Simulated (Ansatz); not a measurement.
**Rhombohedral A7 Sb: elastic constant C11 by level of theory**

No measured value is used here.

Problem. Put these levels in order of the elastic constant C11 that they give for rhombohedral A7 Sb, smallest first: LDA (Ansatz, an electronic-structure program), PBE (Ansatz), PBEsol (Ansatz).

Solution. PBE (83.8 GPa), PBEsol (95.3 GPa), LDA (100 GPa)

Unless a cell is named, each level is at its own relaxed cell (LDA 29.13, PBE 31.86, PBEsol 29.79 Å³/atom).

PBE, LDA, PBEsol: the cell comes from a level without a dispersion term, which matters for the spacing of layers, chains or molecules. Each level is taken at its own relaxed cell. Ansatz's density-functional and Hartree–Fock values are scalar-relativistic unless marked +SOC, with PAW data made under PBE.
